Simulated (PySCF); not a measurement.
Reaction (SMILES): O (H2O) + H+ → [OH3+]
B3LYP-D3(BJ)/def2-TZVP geometries, fixed; electronic energies without zero-point terms; positive where energy is released.
Largest species:
```xyz
4

O      0.0646     0.0016     0.0270
H      0.0018     0.8028    -0.5358
H      0.0191    -0.8364    -0.4814
H     -0.5378     0.0209     0.8012
```
Charge +1, spin multiplicity 1.

Effect of the grid level at PBE0/aug-cc-pVTZ with PySCF, against the last row, where the proton affinity is 172.75 kcal/mol.

```
setting         grid points, largest species  largest shift of a total energy (mEh)  shift of the proton affinity (kcal/mol)
--------------  ----------------------------  -------------------------------------  ---------------------------------------
grids.level: 0                          2952                                 -8.841                                    1.668
grids.level: 1                         12600                                  0.008                                   -0.007
grids.level: 2                         27328                                  0.000                                    0.000
grids.level: 3                         43512                                 -0.001                                    0.001
grids.level: 4                         75384                                  0.000                                    0.000
grids.level: 5                        113600                                  0.000                                    0.000
grids.level: 7                        237240                                  0.000                                    0.000
```

Within 0.1 kcal/mol in the proton affinity: grids.level: 1; grids.level: 2; grids.level: 3; grids.level: 4; grids.level: 5. The largest shift is 8.841 mEh in a total energy and 1.668 kcal/mol in the difference.
